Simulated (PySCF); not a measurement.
Process, species as SMILES: N#N (N2) + 3 [H][H] (H2) → 2 N (NH3)
B3LYP-D3(BJ)/def2-TZVP geometries, fixed; electronic energies without zero-point terms.

Energies in hartree at HF with PySCF; the energy of full hydrogenation is their sum with the coefficients shown, times 627.509 kcal/mol a hartree. All functions are spherical. Density fitting with generated auxiliary sets. No added dispersion term, no relativity.

```tsv
species	coefficient	part	cc-pVDZ	cc-pVTZ	cc-pVQZ
N#N (N2)	-1	Hartree-Fock	-108.95470	-108.98465	-108.99234
[H][H] (H2)	-3	Hartree-Fock	-1.12874	-1.13293	-1.13342
N (NH3)	+2	Hartree-Fock	-56.19547	-56.21775	-56.22299
```

Problem. Predict the energy of full hydrogenation in cc-pV5Z (X = 5): let each Hartree-Fock step shrink by the ratio of the last two. Compare with the run.

Solution. 
- N#N (N2): steps -0.02995 and -0.00769, ratio 0.257, so Hartree-Fock -108.99432 (run: -108.99403).
- [H][H] (H2): steps -0.00419 and -0.00049, ratio 0.117, so Hartree-Fock -1.13348 (run: -1.13357).
- N (NH3): steps -0.02228 and -0.00524, ratio 0.235, so Hartree-Fock -56.22422 (run: -56.22463).
Predicted -33.68 kcal/mol; the run in cc-pV5Z gives -34.21, a miss of 0.53. Keeping the value in cc-pVQZ, -33.50, would miss by 0.72. All sums are of the energies as printed.
